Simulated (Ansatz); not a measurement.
## Elastic constant C33 of hcp Hf at several levels of theory

No measured value is used here.

| level (code) | value (GPa) | cell (Å³/atom) |
|---|---|---|
| LDA (Ansatz) | 214 | 20.83 |
| PBE (Ansatz) | … | 22.53 |
| HSE06 (Ansatz) | 215 | 22.77 |

Complete the blanks.


- PBE (Ansatz, a quantum-chemistry and plane-wave program), value (GPa): 197

Density-functional levels without +SOC have no spin–orbit coupling. HSE06: hybrids on metals are sensitive to the k mesh. Each level is taken at its own relaxed cell. K meshes differ between the levels. Ansatz's density-functional and Hartree–Fock values are scalar-relativistic unless marked +SOC, with PAW data made under PBE.
